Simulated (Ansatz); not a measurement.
**C2H3N3: up Jacob's ladder to CCSD(T)**

One table from this session's results is given with a row withheld; the runs are named, their logs left out.

Method: functionals in def2-TZVPP, the program's frozen cores in correlated methods; program: Ansatz 0.2.0, Gaussian basis.

Levels to be run: LDA (SPW92), PBE-D4, revPBE-D4, BLYP-D4, r2SCAN-D4, B97M-V, PBE0-D4, B3LYP-D4, r2SCANh-D4, r2SCAN0-D4, HSE06-D4, BHLYP-D4, CAM-B3LYP-D4, LC-ωPBE, ωB97X-V, ωB97M-V, B2PLYP, PBE-QIDH; CCSD(T)/def2-SVP; CCSD(T)/def2-TZVPP; MP2/def2-QZVPP; extrapolation to the limit; RPA on PBE.

## The geometry

All runs share one geometry, relaxed beforehand with PBE0-D4 in a triple-zeta def2 set.

SMILES `c1nc[nH]n1`, 8 atoms, charge 0, spin multiplicity 1.

Atoms are counted from 1 here; the program's logs count them from 0.

Bond lengths: C1–N2 1.355 Å, C1–N5 1.316 Å, C1–H6 1.079 Å, N2–C3 1.313 Å, C3–N4 1.340 Å, C3–H7 1.080 Å, N4–N5 1.340 Å, N4–H8 1.005 Å. Angles: N2–C1–N5 115.0°, N2–C1–H6 123.3°, N5–C1–H6 121.6°, C1–N2–C3 102.7°, N2–C3–N4 109.8°, N2–C3–H7 126.7°, N4–C3–H7 123.5°, C3–N4–N5 110.5°, C3–N4–H8 129.4°, N5–N4–H8 120.1°, C1–N5–N4 102.0°.

The first run:

in.yaml reads:

```yaml
crystal:
  periodic: [false, false, false]
  atoms:
    - {symbol: C, position_ang: [-0.519380, 1.095951, -0.171611]}
    - {symbol: N, position_ang: [0.777508, 0.948371, 0.192102]}
    - {symbol: C, position_ang: [0.913910, -0.355966, 0.249802]}
    - {symbol: N, position_ang: [-0.246954, -0.947542, -0.064806]}
    - {symbol: N, position_ang: [-1.182280, -0.028464, -0.339426]}
    - {symbol: H, position_ang: [-0.988796, 2.056853, -0.316963]}
    - {symbol: H, position_ang: [1.810025, -0.900055, 0.507794]}
    - {symbol: H, position_ang: [-0.471832, -1.926347, -0.112692]}
basis:
  gaussian: {orbitals: def2-TZVPP}
hamiltonian: {xc: lda}
output: {orbitals: {seedname: orbitals}}
```

Launch:

```console
$ ansatz run in.yaml --threads 4 --pin off --events-out ev --progress --plain --max-ram 10444MiB
```

Among the steps run: LDA; PBE-D4 (GGA); revPBE-D4 (GGA); BLYP-D4 (GGA); r2SCAN-D4 (meta-GGA); B97M-V (meta-GGA); B3LYP-D4 (hybrid); r2SCANh-D4 (hybrid); r2SCAN0-D4 (hybrid); HSE06-D4 (hybrid); BHLYP-D4 (hybrid); CAM-B3LYP-D4 (range-separated); LC-ωPBE (range-separated); ωB97X-V (range-separated); ωB97M-V (range-separated); B2PLYP (double hybrid); PBE-QIDH (double hybrid).

One table of the session follows, with a row left open; its other results are not shown here.

It belongs to the step «Orbital energies across the functionals». 

| functional | HOMO (eV) | gap (eV) |
| --- | --- | --- |
| LDA (SPW92) | -6.69 | 5.44 |
| PBE-D4 | ? | ? |
| revPBE-D4 | -6.47 | 5.58 |
| BLYP-D4 | -6.44 | 5.55 |
| r2SCAN-D4 | -6.90 | 6.11 |
| B97M-V | -6.92 | 6.22 |
| PBE0-D4 | -7.92 | 7.98 |
| B3LYP-D4 | -7.70 | 7.48 |
| r2SCANh-D4 | -7.40 | 7.00 |
| r2SCAN0-D4 | -8.05 | 8.22 |
| HSE06-D4 | -7.51 | 7.19 |
| BHLYP-D4 | -8.89 | 10.05 |
| CAM-B3LYP-D4 | -9.27 | 10.47 |
| LC-ωPBE | -10.66 | 13.05 |
| ωB97X-V | -10.24 | 12.59 |
| ωB97M-V | -10.15 | 12.39 |

**Question.** Estimate the row for PBE-D4.

The run gave: HOMO (eV): -6.53; gap (eV): 5.55. In the column «HOMO (eV)» it lies between LDA (SPW92) (-6.69) and revPBE-D4 (-6.47).
